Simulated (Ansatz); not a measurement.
in.yaml

```yaml
crystal:
  periodic: [false, false, false]
  atoms:
    - {symbol: Br, position_ang: [-0.916942, 0.015876, 0.000000]}
    - {symbol: H, position_ang: [0.626058, 0.015876, 0.000000]}
    - {symbol: Si, position_ang: [2.372058, 0.015876, 0.000000]}
    - {symbol: H, position_ang: [2.984238, -0.858408, 1.090012]}
    - {symbol: H, position_ang: [2.984238, -0.858408, -1.090012]}
basis:
  gaussian: {orbitals: cc-pVDZ}
correlation: {method: fic_mrcisd_q, electrons: outside_noble_gas, active_space: {window: {electrons: 2, orbitals: 2}}}
```

```sh
$ ansatz run in.yaml --threads 1 --pin off --events-out ev --progress --plain --max-ram 2393MiB
```

Task: Roughly how long does this take on 1 thread of Arm Neoverse V2, shared host, and how much host memory?

Result: 2.2 s wall and 0.21 GiB.

```
630 factors; integrals over basis functions are off by at most 1.4e-3 eV
mean field evaluation 1: about -77904.1401 eV, gradient 1.3e1 eV
mean field evaluation 2: about -77904.1416 eV, gradient 1.3e1 eV
mean field evaluation 4: about -77905.0499 eV, gradient 1.5e0 eV
mean field evaluation 8: about -77905.0782 eV, gradient 4.2e-3 eV
mean field -77905.07819959 eV, -2862.9588178765 hartree, gradient 6.3e-6 eV, S^2 0.000000; 0 other end points of the search recorded, 0 dependent functions left out; unrestricted orbitals would lower it
reference -77905.07819959 eV, -2862.9588178765 hartree; 26, 26 occupied and 34, 34 virtual orbitals, 630 factors
state -77905.66255241 eV, -2862.9802924463 hartree
contracted CI cycle   1: correlation 0.00000000 eV, 0.0000000000 hartree, residual 1.97e1 eV
contracted CI cycle   2: correlation -6.06108040 eV, -0.2227405965 hartree, residual 2.78e0 eV
contracted CI cycle   3: correlation -6.21157138 eV, -0.2282710378 hartree, residual 7.26e-1 eV
contracted CI cycle   4: correlation -6.22247710 eV, -0.2286718159 hartree, residual 2.13e-1 eV
contracted CI cycle   5: correlation -6.22351129 eV, -0.2287098214 hartree, residual 7.24e-2 eV
contracted CI cycle   6: correlation -6.22362131 eV, -0.2287138645 hartree, residual 2.40e-2 eV
contracted CI cycle   7: correlation -6.22363354 eV, -0.2287143142 hartree, residual 8.15e-3 eV
contracted CI cycle   8: correlation -6.22363509 eV, -0.2287143711 hartree, residual 2.87e-3 eV
contracted CI cycle   9: correlation -6.22363528 eV, -0.2287143782 hartree, residual 1.01e-3 eV
state -77905.66255241 eV, -2862.9802924463 hartree; corrected -77912.59590235 eV, -2863.2350883569 hartree
Total energy: -77912.59590235 eV, -2863.2350883569 hartree
```

Natural occupations: 1.8793 0.1207.

For the same geometry and basis RCCSDT(Q) lies 68.3 meV lower.
